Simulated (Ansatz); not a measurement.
**How the smallest direct gap on the k points sampled of rock-salt RbCl moves with the method**

No measured value is used here.

Problem. Put these levels in order of the smallest direct gap on the k points sampled that they give for rock-salt RbCl, smallest first: G0W0@LDA (Ansatz, a program for electronic structure), PBE+SOC (Ansatz), RPBE (Ansatz).

Solution. PBE+SOC (4.94 eV), RPBE (5.33 eV), G0W0@LDA (7.72 eV)

Computed values are for a static lattice. Levels without +SOC have no spin–orbit coupling; where heavier elements are present it shifts gaps, mostly down, and can invert bands.  A ± on a computed value is a rough bar: the spread of its extrapolation, a floor set from checks against published values, or a statistical error. Values are at the measured cell. Ansatz's density-functional and Hartree–Fock values are scalar-relativistic unless marked +SOC, with PAW data made under PBE.
